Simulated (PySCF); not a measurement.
Worked example: SiC, triplet against SiC, singlet

Geometry (PBE0/def2-TZVP stationary point of a singlet), kept for both states (SiC, singlet: Σ⁺; SiC, triplet: Π):

```xyz
2

Si    0.0000    0.0000    0.0000
C     0.0000    0.0000    1.6358
```

Basis 6-31G; PySCF 2.14.0. Correlated methods freeze the noble-gas cores. Prefix R: restricted or restricted open-shell reference; prefix U: unrestricted.

Full CI is exact within this basis and frozen core; it isn't the basis-set limit. The frozen core follows each run's orbitals, which can shift R against U totals by a few meV.

Unrestricted rows (U, and Kohn–Sham where it breaks symmetry) aren't spin-pure: their determinants' ⟨S²⟩ exceeds S(S+1) by up to 1.39, so they mix in states of higher spin. The determinant for coupled cluster was chosen by a search with trial CCSD, here up to 0.15 eV above the lowest Hartree–Fock solution of its kind.

| level | E(SiC, singlet) (hartree) | E(SiC, triplet) (hartree) |
| --- | --- | --- |
| UHF | -326.525168 | -326.560899 |
| RCCSD(T) | -326.669737 | -326.674704 |
| PBE | -327.114566 | -327.121919 |
| PBE0 | -327.132046 | -327.143528 |
| full CI | -326.671718 | -326.676692 |

Q: Give the vertical gap, SiC triplet less SiC singlet, at each level in eV (1 hartree = 27.2114 eV), and each error against full CI.

A: full CI: (-326.676692 − (-326.671718)) × 27.2114 = -0.135 eV (the reference)
PBE0: (-327.143528 − (-327.132046)) × 27.2114 = -0.312 eV, error -0.177 eV
PBE: (-327.121919 − (-327.114566)) × 27.2114 = -0.200 eV, error -0.065 eV
RCCSD(T): (-326.674704 − (-326.669737)) × 27.2114 = -0.135 eV, error 0.000 eV
UHF: (-326.560899 − (-326.525168)) × 27.2114 = -0.972 eV, error -0.837 eV

Total energies of functionals can't be set beside those of wave-function methods, since they hold the core's correlation and their own absolute errors; only the differences compare.

The set has no polarisation functions, so the order and spacing of states can differ from the basis-set limit.

In so small a basis the reference is far from its limit while semilocal and hybrid functionals are nearer theirs, so the functionals' errors here hold much of the reference's basis and frozen-core error, which can add to them or hide them.

Each level lands on the state that its own search finds. T1 diagnostics of restricted CCSD: 0.091 and 0.057.
